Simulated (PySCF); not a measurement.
# C5H7F: electronic excitations and core binding energies

What electronic excitations and core binding energies should C5H7F (`F[C@@H]1CC12CC2`) show?

The runs use PySCF 2.14.0, with density-fitted response routines of our own; the level of theory stands in each step. All values are computed, except where a source is named. Atoms count from 0, in the outputs and in this text.

**1. The molecule as given**

13 atoms, charge 0, multiplicity 1; geometry from: GFN2-xTB.

Bonds of the start (Å): F0–C1 1.37, C1–C2 1.51, C2–C3 1.49, C3–C4 1.48, C4–C5 1.51, C3–C1 1.47, C5–C3 1.48, C1–H6 1.08, C2–H7 1.08, C2–H8 1.08, C4–H9 1.08, C4–H10 1.08, C5–H11 1.08, C5–H12 1.08.

**2. Ultraviolet spectrum: wB97X-D/def2-SVPD**

The job: settings as JSON, then the geometry in Å.

```
{"job": {"kind": "uv", "xc": "wB97X-D", "basis": "def2-SVPD", "nstates": 8, "ntriplets": 3}, "charge": 0, "multiplicity": 1}
F      1.618644    -0.155722    -1.786678
C      1.300158     0.338076    -0.551342
C      1.198833    -0.640192     0.593222
C     -0.012506     0.009111     0.030758
C     -1.347401    -0.405098    -0.454764
C     -1.203135     0.741911     0.518080
H      1.759083     1.311093    -0.417972
H      1.571227    -0.331590     1.559274
H      1.366426    -1.682651     0.364266
H     -1.757899    -1.336644    -0.093331
H     -1.609807    -0.180593    -1.478106
H     -1.373906     1.745874     0.157858
H     -1.514104     0.586911     1.541007
```

With the program's defaults for keys left out, this is: TDDFT wB97X-D/def2-SVPD, vertical, gas phase, core orbitals frozen in the response.

The run is started by

```sh
$ OMP_NUM_THREADS=1 python probes_run.py task.json out
```

One launch serves the whole session: the jobs run in the order shown.

**Question.** This job is followed by: delta-SCF UKS SCAN, pcX-2 on the ionised atom, pcseg-1 elsewhere, spin-free X2C. What will the session give for the following? lowest singlet (wB97X-D/def2-SVPD); brightest single state of those computed; lowest triplet; surface potential, 1st and 99th percentile; C1s binding energies, SCAN/pcX-2; F1s binding energies, SCAN/pcX-2.

As calculated:

```
                                quantity                                                     value
      lowest singlet (wB97X-D/def2-SVPD)                               8.00 eV (155 nm), f = 0.002
brightest single state of those computed                               state 3, 8.56 eV, f = 0.033
                          lowest triplet                                                   7.68 eV
   surface potential, 1st and 99th percentile                                        -1.13 V and 0.89 V
        C1s binding energies, SCAN/pcX-2  C1 292.81, C3 290.86, C4 290.79, C5 290.77, C2 290.75 eV
        F1s binding energies, SCAN/pcX-2                                              F0 692.22 eV
```

In words: The first singlet state (HOMO→LUMO 0.62, HOMO→LUMO+1 0.16) lies at 8.00 eV and is weak; of the 8 states computed, the strongest absorption comes from state 3 at 8.56 eV. The lowest triplet lies 0.32 eV below the lowest singlet (triplets in Tamm-Dancoff, singlets in full TDDFT). The C1s levels kept as sound span 2.07 eV, from C2 (three-membered-ring carbon) up to C1 (three-membered-ring carbon bearing a halogen).
